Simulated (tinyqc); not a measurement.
Inside a calculation (part 3 of 3). Method: UHF in the sto-6g basis, for CH2, spin multiplicity 3. Computed by tinyqc, a small Python program that keeps every step (integrals from PySCF). Command: `OMP_NUM_THREADS=1 python tinyqc.py 26593 26594 out.jsonl` (the two numbers bound the seeds that draw the settings). One thread of a shared host (Intel(R) Xeon(R) Processor @ 2.60GHz), about 0.2 s of CPU time with the checks.

Geometry (angstrom):
```
atom         x          y         z
C     0.000000   0.000000  0.000000
H     0.000000   1.071000  0.821000
H     0.000000  -1.071000  0.821000
```

## Convergence

Stop when the energy changes by less than 1e-10 hartree and every element of the error matrix X^T (F D S - S D F) X (for each spin) is below 3e-06.

Course of the cycle:
```
iteration   E (hartree)     change  largest element of the error matrix
1          -22.25682221          -                             4.02e+00
2          -37.80729707  -1.56e+01                             2.67e-01
3          -38.64672394  -8.39e-01                             6.77e-02
4          -38.70192274  -5.52e-02                             4.40e-02
5          -38.72400336  -2.21e-02                             1.28e-02
6          -38.72580126  -1.80e-03                             5.98e-03
7          -38.72630981  -5.09e-04                             3.77e-03
8          -38.72655448  -2.45e-04                             2.11e-03
9          -38.72666632  -1.12e-04                             7.71e-04
10         -38.72667740  -1.11e-05                             3.30e-04
11         -38.72667891  -1.51e-06                             6.92e-05
12         -38.72667897  -6.45e-08                             3.63e-05
13         -38.72667899  -1.74e-08                             1.79e-05
14         -38.72667899  -3.27e-09                             1.29e-05
15         -38.72667900  -2.99e-09                             7.50e-06
16         -38.72667900  -8.30e-10                             3.27e-06
17         -38.72667900  -2.53e-10                             1.25e-06
18         -38.72667900  -2.69e-11                             4.82e-07
```

PySCF UHF in the same basis, after a stability check = -38.72667900 hartree

Converged in 18 iterations.

## Populations, bond orders and dipole

D(alpha) after iteration 18:
```
            1C 1s      1C 2s    1C 2px     1C 2py     1C 2pz      2H 1s      3H 1s
1C 1s    1.053400  -0.215820  0.000000   0.000000   0.063119  -0.024752  -0.024752
1C 2s   -0.215820   0.894010  0.000000   0.000000  -0.308944   0.044208   0.044208
1C 2px   0.000000   0.000000  1.000000   0.000000   0.000000   0.000000   0.000000
1C 2py   0.000000   0.000000  0.000000   0.363615   0.000000   0.258569  -0.258569
1C 2pz   0.063119  -0.308944  0.000000   0.000000   0.605626   0.235425   0.235425
2H 1s   -0.024752   0.044208  0.000000   0.258569   0.235425   0.312115  -0.055626
3H 1s   -0.024752   0.044208  0.000000  -0.258569   0.235425  -0.055626   0.312116
```

D(beta) after iteration 18:
```
            1C 1s      1C 2s    1C 2px     1C 2py     1C 2pz      2H 1s      3H 1s
1C 1s    1.026917  -0.098736  0.000000   0.000000  -0.031451  -0.065922  -0.065922
1C 2s   -0.098736   0.379717  0.000000   0.000000   0.111583   0.212522   0.212522
1C 2px   0.000000   0.000000  0.000000   0.000000   0.000000   0.000001   0.000000
1C 2py   0.000000   0.000000  0.000000   0.215619   0.000000   0.243657  -0.243657
1C 2pz  -0.031451   0.111583  0.000000   0.000000   0.032796   0.062477   0.062478
2H 1s   -0.065922   0.212522  0.000001   0.243657   0.062477   0.394400  -0.156282
3H 1s   -0.065922   0.212522  0.000000  -0.243657   0.062478  -0.156282   0.394399
```

overlap S:
```
           1C 1s     1C 2s    1C 2px     1C 2py    1C 2pz     2H 1s      3H 1s
1C 1s   1.000000  0.243228  0.000000   0.000000  0.000000  0.035673   0.035673
1C 2s   0.243228  1.000000  0.000000   0.000000  0.000000  0.354027   0.354027
1C 2px  0.000000  0.000000  1.000000   0.000000  0.000000  0.000000   0.000000
1C 2py  0.000000  0.000000  0.000000   1.000000  0.000000  0.293615  -0.293615
1C 2pz  0.000000  0.000000  0.000000   0.000000  1.000000  0.225077   0.225077
2H 1s   0.035673  0.354027  0.000000   0.293615  0.225077  1.000000   0.095272
3H 1s   0.035673  0.354027  0.000000  -0.293615  0.225077  0.095272   1.000000
```

Mulliken: Z minus the diagonal of D S on the atom; Loewdin: the same with S^(1/2) D S^(1/2); Mayer order: 2 sum_s sum (D(s) S)_ij (D(s) S)_ji over the two atoms.

Charges (e):
```
atom   Mulliken    Loewdin  Mulliken spin
1C    -0.023014   0.002696       2.175017
2H     0.011507  -0.001348      -0.087509
3H     0.011507  -0.001348      -0.087508
```

Mayer bond orders:
```
pair     order
2-1   0.968549
3-1   0.968550
3-2   0.023660
```

dipole moment about the origin, x y z (debye): 0.000000  0.000002  0.105549

<S^2> of the determinant (pure state: 2) = 2.028549
